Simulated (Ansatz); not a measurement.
# CsAuBr3 (I4/mmm, No. 139)

Computed with r²SCAN in Ansatz (PAW).

Numerical settings: plane-wave cutoff 560 eV, 6×6×6 k mesh, Fermi–Dirac smearing 0.01 eV, scalar-relativistic PAW data made under PBE.

Cell (measured lattice):

```
CELL_PARAMETERS angstrom
     -3.87960     3.87960     5.65395
      3.87960    -3.87960     5.65395
      3.87960     3.87960    -5.65395
ATOMIC_POSITIONS crystal
  Au 0.00000 0.00000 0.00000
  Au 0.50000 0.50000 0.00000
  Br 0.22200 0.22200 0.44400
  Br 0.77800 0.77800 0.55600
  Br 0.22200 0.77800 0.00000
  Br 0.77800 0.22200 0.00000
  Br 0.71220 0.71220 0.00000
  Br 0.28780 0.28780 0.00000
  Cs 0.75000 0.25000 0.50000
  Cs 0.25000 0.75000 0.50000
```

```yaml
band_gap: 0.94 eV
smallest_direct_gap_on_the_k_points_sampled: 0.98 eV
direct gap at Γ: 2.38 eV
```

Note: cell and atoms aren't relaxed at this level (largest force component 0.40 eV/Å, pressure 1.6 GPa).

Spin–orbit coupling is not included; with these elements it can move the gap by several tenths of an eV or more.

Computed values are for the static lattice.

Ansatz is a first-principles code.
